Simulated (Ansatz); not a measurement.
HAlGa, quartet along the distance Al1-Ga2

Starting geometry (PBE0/def2-TZVP stationary point for this spin, not checked as a minimum):

```xyz
3

Al    0.0000    0.0000    0.2539
Ga    0.0000    0.0000   -2.0897
H     0.0000    0.0000    1.8358
```

From there Ga2 moves along the line of the two atoms named below, all else staying in place; atoms are numbered as listed. Energies are in kJ/mol, counted from the starting geometry at the same level. Kohn–Sham curves are unrestricted where that lies lower.

Basis 6-31G (Cartesian d functions); Ansatz 0.2.0. Only valence electrons are correlated (noble-gas cores and the filled d shells of p-block atoms frozen). R marks a restricted (for open shells ROHF) determinant, U an unrestricted one. No spin–orbit coupling is included, and no scalar relativity.

Coupled cluster chose its determinant by trial CCSD, here up to 0.23 eV above the lowest Hartree–Fock solution of its kind. A value is left out where its run failed or describes another state than the reference as far as symmetry and spin tell, or, spin-broken singlets apart, can't be checked. The reference follows the lowest state, whose symmetry changes from Σ⁻ or Δ to Π between 5.126 and 6.374.

Full CI is exact within this basis and frozen core; it isn't the basis-set limit. The frozen core follows each run's orbitals, which can shift R against U totals by a few meV for light atoms and by up to 0.1 eV past Ca.

```
distance Al1-Ga2 (Å)  full CI  curve A  curve B  curve C
               1.841    276.8    276.3    220.0    232.1
               2.072     73.2     72.9     45.3     52.3
               2.344      0.0      0.0      0.0      0.0
               2.627      6.6      7.0     25.6     20.6
               2.844     31.0     31.6     58.7     52.1
               3.257     79.1     79.6    117.7    111.6
               3.760    117.9    118.2    154.2    165.9
               4.407    141.0    141.4        –        –
               5.126    149.3    149.8    173.2    215.7
               6.374    152.0    152.3    174.0    219.5
               8.127    152.5    152.7    174.7    220.2
```

Question: The curves come from UCCSDT(Q), r2SCAN, wB97M-V. Compare each with full CI and say which is which.

Answer: A: UCCSDT(Q), B: wB97M-V, C: r2SCAN. Spread of the error against full CI, over the points where both stand: A 1.1, B 95.3, C 112.5 kJ/mol. wB97M-V at 8.127 Å lies 22.2 kJ/mol (15 %) above the reference in this basis. r2SCAN at 8.127 Å lies 67.7 kJ/mol (44 %) above the reference in this basis. The program flagged some runs of UCCSDT(Q) as in doubt.

In so small a basis the reference is far from its limit while semilocal and hybrid functionals are nearer theirs, so the functionals' errors here hold much of the reference's basis and frozen-core error, which can add to them or hide them.
